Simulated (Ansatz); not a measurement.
**Worked example: correlation energy of HBO, quintet**

Geometry: that of the HBO, triplet, kept fixed. The singlet lies 9.4 eV lower here.

```xyz
3

B     0.0000   -0.2038    0.7317
O     0.0000    0.0840   -0.5793
H     0.0000    0.8523    1.3474
```

Basis 6-31G; Ansatz 0.2.0. Correlated methods freeze the noble-gas cores, which leaves 10 electrons in 18 orbitals. Prefix R: restricted or restricted open-shell reference; prefix U: unrestricted.

Full CI is exact within this basis and frozen core; it isn't the basis-set limit. The frozen core follows each run's orbitals, which can shift R against U totals by a few meV.

Runs differ by some tens of microhartree through their thresholds and, for an open shell, their frozen cores, so steps under 0.1 kcal/mol mean nothing.

| level | total energy (hartree) |
| --- | --- |
| UHF | -99.794698 |
| UMP2 | -99.882079 |
| UCCSD | -99.910083 |
| UCCSD(T) | -99.912544 |
| UCCSDT | -99.913239 |
| UCCSDT(Q) | -99.913470 |
| UCCSDTQ | -99.913502 |
| full CI | -99.913471 |

**Question.** What is the correlation energy at full CI, and what share of it do UMP2 and UCCSDT recover?

**Answer.** E(corr) = -99.913471 − (-99.794698) = -0.118773 hartree = -3.232 eV. UMP2: -0.087381 / -0.118773 = 73.57 %. UCCSDT: -0.118541 / -0.118773 = 99.80 %.

**Question.** By how many kcal/mol does UCCSD(T) miss full CI (1 hartree = 627.509 kcal/mol), and which steps make up the rest?

**Answer.** -99.912544 − (-99.913471) = 0.000927 hartree = 0.58 kcal/mol. Steps: UCCSDT − UCCSD(T) = -0.44, UCCSDT(Q) − UCCSDT = -0.14, UCCSDTQ − UCCSDT(Q) = -0.02, full CI − UCCSDTQ = 0.02 kcal/mol. That is within 1 kcal/mol of the reference in this basis, which itself misses far more of the correlation at the basis-set limit.
